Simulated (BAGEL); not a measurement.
# CH5OSi (SMILES OC[SiH2]): UHF/STO-3G (density fitting with qzvpp-jkfit)

What is the vertical ionisation energy of CH5OSi at UHF/STO-3G (density fitting with qzvpp-jkfit)? 

The results are computed with BAGEL 1.2.2.

## Step 1: The structure to begin with

CH5OSi: 8 atoms, total charge 0, spin state doublet. SMILES: `OC[SiH2]`. The shape is that of a GFN2-xTB optimisation. This is one conformer, not always the lowest.

Bond lengths: O1–C2 1.422 Å, C2–Si3 1.911 Å, O1–H4 0.963 Å, C2–H5 1.098 Å, C2–H6 1.094 Å, Si3–H7 1.457 Å, Si3–H8 1.455 Å. Angles: O1–C2–Si3 111.5°, O1–C2–H5 110.4°, O1–C2–H6 104.8°, Si3–C2–H5 113.0°, Si3–C2–H6 110.0°, C2–O1–H4 108.6°, C2–Si3–H7 111.8°, C2–Si3–H8 111.4°, H5–C2–H6 106.8°, H7–Si3–H8 115.6°.

## Step 2: The energy at UHF/STO-3G (density fitting with qzvpp-jkfit)

hf.json reads:

```json
{ "bagel": [

{
  "title": "molecule",
  "basis": "sto-3g",
  "df_basis": "qzvpp-jkfit",
  "angstrom": "true",
  "geometry": [
    { "atom": "O", "xyz": [      -0.742090,       1.000740,      -1.036980 ] },
    { "atom": "C", "xyz": [      -0.292450,       0.570250,       0.241160 ] },
    { "atom": "Si", "xyz": [       0.559470,      -1.137540,       0.146770 ] },
    { "atom": "H", "xyz": [      -1.420000,       0.391110,      -1.345720 ] },
    { "atom": "H", "xyz": [      -1.117020,       0.597870,       0.965140 ] },
    { "atom": "H", "xyz": [       0.428560,       1.331100,       0.553770 ] },
    { "atom": "H", "xyz": [       1.086880,      -1.551530,       1.440480 ] },
    { "atom": "H", "xyz": [       1.496660,      -1.202000,      -0.964620 ] }
  ]
},

{ "title": "uhf", "nopen": 1 },

{ "title": "print", "file": "orbitals.molden", "orbitals": "true" }

]}
```

Run with:

```
$ BAGEL_NUM_THREADS=1 BAGEL hf.json > hf.out
```

The log of the run:

```text
* using 1 threads per process

  ===============================================================
  ===============================================================

  *** Geometry ***

  { "atom" : "O", "xyz" : [     -1.402347,      1.891125,     -1.959608 ] },
  { "atom" : "C", "xyz" : [     -0.552650,      1.077616,      0.455726 ] },
  { "atom" : "Si", "xyz" : [      1.057245,     -2.149639,      0.277355 ] },
  { "atom" : "H", "xyz" : [     -2.683411,      0.739091,     -2.543042 ] },
  { "atom" : "H", "xyz" : [     -2.110862,      1.129811,      1.823850 ] },
  { "atom" : "H", "xyz" : [      0.809861,      2.515414,      1.046474 ] },
  { "atom" : "H", "xyz" : [      2.053906,     -2.931967,      2.722113 ] },
  { "atom" : "H", "xyz" : [      2.828278,     -2.271451,     -1.822868 ] },

  Number of auxiliary basis functions:      370

  Since a DF basis is specified, we compute 2- and 3-index integrals:
    o Being stored without compression. Storage requirement is 0.002 GB

  Number of basis functions:       24
  Number of electrons      :       33

    * METHOD: MOLECULE                             0.09

  *** Open-shell HF ***

  === Nuclear Repulsion ===
   103.6298021887

      * DIIS with orbital gradients will be used.

  === UHF iteration (sto-3g) ===
      0       -399.62237501          0.03401867           0.01
      1       -399.67846135          0.00890725           0.01
      2       -399.68290501          0.00253053           0.01
      3       -399.68345663          0.00081887           0.01
      4       -399.68364964          0.00016158           0.01
      5       -399.68369005          0.00006780           0.01
      6       -399.68370773          0.00001786           0.01
      7       -399.68371057          0.00000911           0.01
      8       -399.68371162          0.00000286           0.01
      9       -399.68371170          0.00000047           0.01
     10       -399.68371171          0.00000027           0.01
     11       -399.68371171          0.00000012           0.01
     12       -399.68371171          0.00000005           0.01
     13       -399.68371171          0.00000001           0.01
     14       -399.68371171          0.00000001           0.01
    * SCF iteration converged.

    * S^2 (UHF) is 0.7531

    * Permanent dipole moment:
           (    0.253239,     0.668203,    -0.232127) a.u.

    * METHOD: UHF                                  0.27

    * METHOD: PRINT                                0.00

  ===============================================================
```

Run time: 0.48 s. Hardware: 1 thread of Arm Neoverse V1, shared host; peak memory 0.081 GiB.

## Step 3: The singlet cation at the same level

job.json reads:

```json
{ "bagel": [

{
  "title": "molecule",
  "basis": "sto-3g",
  "df_basis": "qzvpp-jkfit",
  "angstrom": "true",
  "geometry": [
    { "atom": "O", "xyz": [      -0.742090,       1.000740,      -1.036980 ] },
    { "atom": "C", "xyz": [      -0.292450,       0.570250,       0.241160 ] },
    { "atom": "Si", "xyz": [       0.559470,      -1.137540,       0.146770 ] },
    { "atom": "H", "xyz": [      -1.420000,       0.391110,      -1.345720 ] },
    { "atom": "H", "xyz": [      -1.117020,       0.597870,       0.965140 ] },
    { "atom": "H", "xyz": [       0.428560,       1.331100,       0.553770 ] },
    { "atom": "H", "xyz": [       1.086880,      -1.551530,       1.440480 ] },
    { "atom": "H", "xyz": [       1.496660,      -1.202000,      -0.964620 ] }
  ]
},

{ "title": "hf", "charge": 1 },

{ "title": "print", "file": "orbitals.molden", "orbitals": "true" }

]}
```

Run with:

```
$ BAGEL_NUM_THREADS=1 BAGEL job.json > job.out
```

The log of the run:

```text
* using 1 threads per process

  ===============================================================
  ===============================================================

  *** Geometry ***

  { "atom" : "O", "xyz" : [     -1.402347,      1.891125,     -1.959608 ] },
  { "atom" : "C", "xyz" : [     -0.552650,      1.077616,      0.455726 ] },
  { "atom" : "Si", "xyz" : [      1.057245,     -2.149639,      0.277355 ] },
  { "atom" : "H", "xyz" : [     -2.683411,      0.739091,     -2.543042 ] },
  { "atom" : "H", "xyz" : [     -2.110862,      1.129811,      1.823850 ] },
  { "atom" : "H", "xyz" : [      0.809861,      2.515414,      1.046474 ] },
  { "atom" : "H", "xyz" : [      2.053906,     -2.931967,      2.722113 ] },
  { "atom" : "H", "xyz" : [      2.828278,     -2.271451,     -1.822868 ] },

  Number of auxiliary basis functions:      370

  Since a DF basis is specified, we compute 2- and 3-index integrals:
    o Being stored without compression. Storage requirement is 0.002 GB

  Number of basis functions:       24
  Number of electrons      :       33

    * METHOD: MOLECULE                             0.09

  *** RHF ***

  === Nuclear Repulsion ===
   103.6298021887

      * DIIS with orbital gradients will be used.

  === RHF iteration (sto-3g) ===
      0       -399.39098648          0.02113865           0.01
      1       -399.47463630          0.00553267           0.01
      2       -399.48002447          0.00130332           0.01
      3       -399.48054455          0.00032937           0.01
      4       -399.48058618          0.00009855           0.01
      5       -399.48059104          0.00002449           0.01
      6       -399.48059140          0.00000975           0.01
      7       -399.48059147          0.00000345           0.01
      8       -399.48059148          0.00000067           0.01
      9       -399.48059148          0.00000020           0.01
     10       -399.48059148          0.00000006           0.01
     11       -399.48059148          0.00000002           0.01
     12       -399.48059148          0.00000000           0.01
    * SCF iteration converged.

    * Permanent dipole moment:
           (   -0.363992,     2.108718,    -0.647025) a.u.

    * METHOD: HF                                   0.15

    * METHOD: PRINT                                0.00

  ===============================================================
```

Run time: 0.36 s. Hardware: 1 thread of Arm Neoverse V1, shared host; peak memory 0.081 GiB.

## Step 4: Summary of results

Level: UHF/STO-3G (density fitting with qzvpp-jkfit).

| quantity | value |
| --- | --- |
| doublet CH5OSi: total energy | -399.68371 Eh |
| doublet CH5OSi: dipole moment | 1.91 D |
| doublet CH5OSi: ⟨S²⟩ | 0.753 |
| singlet cation: total energy | -399.48059 Eh |
| singlet cation: HOMO energy | -14.81 eV |
| singlet cation: LUMO energy | -4.60 eV |
| singlet cation: HOMO–LUMO gap | 10.21 eV |
| vertical ionisation energy (to the singlet cation) | 5.527 eV |

**Reading.** Removing an electron at fixed nuclei costs 5.53 eV (127 kcal/mol). Only the singlet of the ionised species was computed; a triplet could lie lower. In a minimal basis such a difference can be off by several eV, whatever the method.
